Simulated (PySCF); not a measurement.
## MgH: a composite coupled-cluster calculation

State: ²Σ⁺, doublet, unpaired electrons σ ↑. De refers to Mg + H. ROHF-based CCSD(T) in PySCF 2.14 with Mg cc-pCVDZ, H aug-cc-pVDZ and Mg cc-pCVTZ, H aug-cc-pVTZ (frozen core orbitals: 1; no relativity). Correlation energies are extrapolated as n⁻³ (n = 2, 3), Hartree–Fock as (n+1)·exp(−9√n). SR is the spin-free X2C energy in Mg cc-pCVTZ-DK, H cc-pVTZ-DK less the non-relativistic one in Mg cc-pCVTZ, H cc-pVTZ.

```csv
Level,Re (Å),ωe (cm⁻¹),ωexe (cm⁻¹),αe (cm⁻¹),De (eV)
CCSD(T)/DZ,1.7482,1453.9,29.6,0.159,1.291
CCSD(T)/TZ,1.7339,1494.1,29.4,0.167,1.376
HF/CBS,1.7263,1587.7,21.7,0.137,1.155
MP2/CBS,1.7139,1579.3,23.6,0.148,1.334
CCSD/CBS,1.7281,1515.5,28.3,0.166,1.405
CCSD(T)/CBS,1.7298,1504.8,29.3,0.170,1.398
CCSD(T)/CBS+SR,1.7293,1503.7,29.4,0.171,1.390
```

Q: How much is left between CCSD(T)/TZ and the basis-set limit, and how much do the triples give at the limit?

A: CCSD(T)/CBS less CCSD(T)/TZ: -4.1 mÅ in Re, +10.7 cm⁻¹ in ωe and +0.022 eV in De. CCSD(T)/CBS less CCSD/CBS: +1.7 mÅ in Re, -10.7 cm⁻¹ in ωe and -0.007 eV in De.

Q: What do the later terms add?

A: SR: -0.5 mÅ in Re, -1.1 cm⁻¹ in ωe and -0.008 eV in De, each against the row above.

Measured (Huber and Herzberg, Constants of Diatomic Molecules (1979)): Re = 1.7297 Å, ωe = 1495.2 cm⁻¹, ωexe = 31.889 cm⁻¹. The last row is off by -0.4 mÅ and 8.5 cm⁻¹.

The T1 diagnostic is 0.019. Spin–orbit coupling, excitations beyond (T) and corrections to the Born–Oppenheimer picture are left out.

The whole job (state search and all basis sets along the bond) took about 3.3 min on 4 threads of Intel Xeon Platinum 8488C (shared host), peak memory 2.6 GiB.
